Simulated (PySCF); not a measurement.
C₂H₂F₂O₂.
Numbering: `[O:1]=[C:2]([OH:3])[CH:4]([F:5])[F:6]` (hydrogens: H7 on O3; H8 on C4)

Structure used (PBE0-D3(BJ)/def2-SVP), in Å, numbered top down from 1:
```xyz
8
C2H2F2O2 angstrom
O     -0.2773    1.6939   -0.0900
C      0.1904    0.5937   -0.0594
O      1.4783    0.3032   -0.2136
C     -0.6558   -0.6735    0.0924
F     -1.7739   -0.3740    0.7614
F      0.0196   -1.6234    0.7602
H      1.9449    1.1442   -0.3443
H     -0.9263   -1.0640   -0.9068
```

The closed-shell ground state was solved at several levels (PySCF, density fitting, gas phase, non-relativistic).

```
              level  basis functions  total energy (Eh)  HOMO (eV)  LUMO (eV)  gap (eV)  dipole (D)
 PBE0/6-311+G(2d,p)              174          -427.2605      -8.85      -0.96      7.89        2.45
      PBE0/IGLO-III              230          -427.3093      -8.81      -0.90      7.91        2.42
   wB97X-D/pcSseg-2              244          -427.6065     -10.75       1.01     11.76        2.45
        PBE0/6-31G*               88          -427.1026      -8.37      -0.31      8.06        2.25
      PBE0/def2-SVP               94          -426.7946      -8.56      -0.51      8.05        2.38
CAM-B3LYP/def2-SVPD              148          -427.1340     -10.48       0.09     10.57        2.44
   LC-wPBE/pcSseg-2              244          -427.4948     -11.65       1.52     13.17        2.47
   PBE0/aug-cc-pVDZ              156          -427.1829      -8.80      -0.96      7.84        2.41
 BHandHLYP/pcSseg-2              244          -427.5386     -10.55       0.22     10.77        2.52
```

**Question.** What might PBE0/STO-3G (32 basis functions) give for the same quantities?

**Answer.** Total energy -421.1932 Eh, HOMO -4.43 eV, LUMO 3.17 eV, gap 7.60 eV, dipole 1.60 D.

**Question.** Over all these levels, which gives the widest orbital gap and which the narrowest?

**Answer.** LC-wPBE/pcSseg-2 (range-separated hybrid) has the widest, 13.17 eV, and PBE0/STO-3G (global hybrid, 25 % exact exchange) the narrowest, 7.60 eV. Functional and basis both differ between the two, so the spread mixes both effects.

**Question.** How much does the basis alone move the frontier levels among the 6 PBE0 rows (the withheld one included)?

**Answer.** The HOMO by 4.42 eV and the LUMO by 4.13 eV. By rising basis size (HOMO, LUMO in eV): STO-3G -4.43, 3.17; 6-31G* -8.37, -0.31; def2-SVP -8.56, -0.51; aug-cc-pVDZ -8.80, -0.96; 6-311+G(2d,p) -8.85, -0.96; IGLO-III -8.81, -0.90.

**Question.** How far do the dipole and the HOMO energy spread over the levels?

**Answer.** The dipole runs from 1.60 to 2.52 D (mean 2.34 D) and the HOMO from -11.65 to -4.43 eV.

One conformer stands for the species.

The pairwise dispersion term of wB97X-D wasn't added to the energies; at a given geometry it leaves orbitals and properties as they are.
